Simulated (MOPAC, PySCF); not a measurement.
C2H4, SMILES `C=C`, neutral singlet in the gas phase. 

Z-matrix (Å, degrees):
```
C
C 1 1.3229
H 2 1.0847 1 121.66
H 1 1.0847 2 121.66 3 179.99
H 2 1.0847 3 116.67 1 179.99
H 1 1.0847 4 116.67 2 179.99
```
Charge 0, multiplicity 1.

All levels are single points at this geometry (PBE0-D3(BJ)/def2-TZVP); Pople sets use spherical d functions. Orbital energies aren't observables, and empty levels follow the basis.

B3LYP/6-311+G** in PySCF gives dipole (D) = 0.00.

Task: Estimate the dipole (D) from each of these levels: PBE-D3(BJ)/def2-TZVP in PySCF; PBE0-D3(BJ)/def2-TZVP in PySCF; ωB97X-D3(BJ)/def2-TZVP in PySCF; B3LYP/6-31G* in PySCF; BP86/6-31G* in PySCF; M06-2X/6-31G* in PySCF; PBE/6-31G* in PySCF; SVWN5/6-31G* in PySCF; HF/6-31G* in PySCF; HF/STO-3G in PySCF; PM3 in MOPAC; PM7 in MOPAC.

Result: 
| level | dipole (D) |
|---|---|
| PBE-D3(BJ)/def2-TZVP in PySCF | 0.00 |
| PBE0-D3(BJ)/def2-TZVP in PySCF | 0.00 |
| ωB97X-D3(BJ)/def2-TZVP in PySCF | 0.00 |
| B3LYP/6-31G* in PySCF | 0.00 |
| BP86/6-31G* in PySCF | 0.00 |
| M06-2X/6-31G* in PySCF | 0.00 |
| PBE/6-31G* in PySCF | 0.00 |
| SVWN5/6-31G* in PySCF | 0.00 |
| HF/6-31G* in PySCF | 0.00 |
| HF/STO-3G in PySCF | 0.00 |
| PM3 in MOPAC | 0.00 |
| PM7 in MOPAC | 0.00 |
